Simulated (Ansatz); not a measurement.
Reaction (homolysis of the C–C bond): hexafluoroethane → 2 `F[C](F)F`•

Gas-phase electronic energies from Ansatz, PBE0-D4/def2-TZVP geometries. CCSD(T)/CBS adds triple-zeta CCSD(T) − MP2 to the extrapolated MP2 energy (def2 sets, frozen cores). Functionals use def2-TZVPP. No spin–orbit coupling; open shells (•) take unrestricted orbitals.

`FC(F)(F)C(F)(F)F`:

Z-matrix (Å, degrees):
```
C
F 1 1.325
F 1 1.325 2 109.1
F 1 1.325 2 109.1 3 119.2
C 1 1.549 2 109.8 3 -120.4
F 5 1.325 1 109.8 2 -179.9
F 5 1.325 1 109.8 2 -59.9
F 5 1.325 1 109.8 2 60.1
```

`F[C](F)F`•:

Z-matrix (Å, degrees):
```
C
F 1 1.313
F 1 1.313 2 111.4
F 1 1.313 2 111.4 3 125.1
```

```csv
species,ωB97M-V energy (Eh)
`FC(F)(F)C(F)(F)F`,-675.43214
`F[C](F)F`•,-337.63503
```

Task: Work out ΔE.

Result: ΔE = 2 × (-337.63503) − (-675.43214) = 0.16208 Eh = +101.7 kcal/mol. CCSD(T)/CBS gives +101.1 kcal/mol.

Largest T1 diagnostic among the species: 0.014.

In def2-TZVPP, CCSD(T) changes the Hartree–Fock value by +27.9 kcal/mol (the triples alone add +1.9 kcal/mol) and MP2 by +30.0 kcal/mol; breaking electron pairs costs correlation energy, which Hartree–Fock lacks. From PBE to PBE0 (25 % exact exchange), in def2-TZVPP and without D4, ΔE moves by +2.0 kcal/mol. Leaving LDA and LC-ωPBE aside and taking each functional with its dispersion term where it has one, the values, not all of them listed here, spread over 13.2 kcal/mol, from BLYP-D4 to ωB97M-V. LDA lies +19.1 kcal/mol from PBE without D4, its usual overbinding.
